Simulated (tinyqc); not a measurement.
CIS on RHF in the sto-3g basis, frozen core, for H2O, spin multiplicity 1, step by step. One step of it, computed by the program tinyqc.

Task: CIS matrix, singlets. A(ia,jb) = (e_a - e_i) d_ij d_ab + 2 (ia|jb) - (ij|ab).

orbital energies (hartree): MO1 -20.253275, MO2 -1.200529, MO3 -0.553276, MO4 -0.418883, MO5 -0.381733, MO6 0.456103, MO7 0.600785

Two-electron integrals over orbitals (pq|rs), unique and non-zero (hartree); the lowest 1 orbital is frozen and left out:
```
(22|22) 0.722467    (32|32) 0.130891    (33|22) 0.610812    (33|33) 0.589699
(42|22) -0.023809   (42|33) 0.004435    (42|42) 0.130378    (43|32) 0.029221
(43|43) 0.054254    (44|22) 0.666847    (44|33) 0.565025    (44|42) -0.096946
(44|44) 0.715505    (52|52) 0.150534    (53|53) 0.025978    (54|52) -0.042546
(54|54) 0.048379    (55|22) 0.754508    (55|33) 0.597682    (55|42) -0.077104
(55|44) 0.697990    (55|55) 0.880159    (62|22) -0.130263   (62|33) -0.062523
(62|42) -0.032128   (62|44) -0.068304   (62|55) -0.142367   (62|62) 0.093611
(63|32) 0.042275    (63|43) 0.039462    (63|63) 0.080307    (64|22) -0.125171
(64|33) -0.046097   (64|42) 0.040787    (64|44) -0.131170   (64|55) -0.145347
(64|62) 0.062630    (64|64) 0.092033    (65|52) -0.052571   (65|54) -0.005105
(65|65) 0.034250    (66|22) 0.584896    (66|33) 0.544129    (66|42) 0.050165
(66|44) 0.537797    (66|55) 0.569676    (66|62) -0.087245   (66|64) -0.050121
(66|66) 0.573454    (72|32) 0.055334    (72|43) -0.028238   (72|63) -0.029255
(72|72) 0.068979    (73|22) 0.166720    (73|33) 0.088338    (73|42) -0.073241
(73|44) 0.149088    (73|55) 0.203580    (73|62) -0.069921   (73|64) -0.097013
(73|66) 0.042772    (73|73) 0.157441    (74|32) -0.070511   (74|43) -0.011680
(74|63) -0.055422   (74|72) -0.017877   (74|74) 0.068576    (75|53) 0.023982
(75|75) 0.025667    (76|32) -0.088788   (76|43) -0.062010   (76|63) -0.071834
(76|72) 0.002088    (76|74) 0.059313    (76|76) 0.115410    (77|22) 0.611531
(77|33) 0.581578    (77|42) -0.020992   (77|44) 0.584419    (77|55) 0.614154
(77|62) -0.062412   (77|64) -0.052830   (77|66) 0.546199    (77|73) 0.102144
(77|77) 0.600111
```

Give: CIS matrix A, singlet.

Result:

CIS matrix A, singlet (hartree), lower triangle:
```
         2>6      2>7      3>6      3>7     4>6     4>7     5>6     5>7
2>6   1.2590
2>7   0.0000   1.3277
3>6   0.0000   0.0303   0.6259
3>7  -0.0511   0.0000   0.0000   0.8874
4>6   0.0751   0.0000   0.0000  -0.1320  0.5213
4>7   0.0000  -0.0148  -0.0488   0.0000  0.0000  0.5724
5>6   0.0000   0.0000   0.0000   0.0000  0.0000  0.0000  0.3367
5>7   0.0000   0.0000   0.0000   0.0000  0.0000  0.0000  0.0000  0.4197
```
